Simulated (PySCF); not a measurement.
## Al₂ at TPSSh

Level: TPSSh. PySCF, no relativity, basis sets Al def2-TZVPPD.

For Al₂, the state is ³Πu (triplet), unpaired electrons σ ↑, π ↑ and the bond length is 2.729 Å. The harmonic wavenumber is 272 cm⁻¹, the force constant is 0.588 mdyn/Å and the rotational constant Be is 0.1677 cm⁻¹. The anharmonicity ωexe is 1.46 cm⁻¹. The vibration–rotation constant αe is 0.00130 cm⁻¹, the well depth De to Al + Al is 1.51 eV and the dissociation energy D0 is 1.49 eV. The bond order (Mayer) is 1.08.

The state is the lowest determinant that a PBE0 search found; another state may lie lower at other levels.
